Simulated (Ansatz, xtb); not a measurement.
**Ligand exchange: C3H5F + H2S → C3H6S + HF**

Species: C3H5F (allyl fluoride) `C=CCF`, singlet; H2S (hydrogen sulfide) `S`, singlet; C3H6S (allyl mercaptan) `C=CCS`, singlet; HF (hydrogen fluoride), singlet. The partners trade F for SH: C–F and H–SH bonds give way to C–SH and H–F.

Shapes, held fixed at every level: PBE0-D4/def2-TZVP. Flexible molecules stand in one conformer, not always the lowest. Programs: Ansatz 0.2.0, xtb 6.7.1. Electronic energies: no zero-point or thermal term.

```tsv
level	kind	ΔE (kJ/mol)	less CCSD(T)/CBS estimate
GFN2-xTB	semi-empirical	+34.0	+71.2
HF/def2-TZVPP	Hartree–Fock	-7.8	+29.4
PBE-D4/def2-TZVPP	GGA	-30.4	+6.8
B3LYP-D4/def2-TZVPP	global hybrid	-24.3	+12.9
PBE0-D4/def2-TZVPP	global hybrid	-31.9	+5.3
wB97M-V/def2-TZVPP	range-separated hybrid	-25.4	+11.8
CCSD(T)/def2-TZVPP	coupled cluster or CI	-31.3	+5.9
CCSD/def2-TZVPP	coupled cluster or CI	-27.8	+9.4
CCSD(T)/CBS estimate	coupled cluster or CI	-37.2	0.0
```

The highest level, CCSD(T)/CBS estimate, gives ΔE = -37.2 kJ/mol; the levels span -37.2 to +34.0. They disagree on the sign: 1 of 9 are positive. GFN2-xTB strays far from the other rows. The column of differences is taken from that level and isn't an error. No measured value is set beside it here. The CBS estimate extrapolates MP2 from def2-TZVPP and def2-QZVPP and adds CCSD(T) − MP2 in the triple-zeta set, cores frozen.
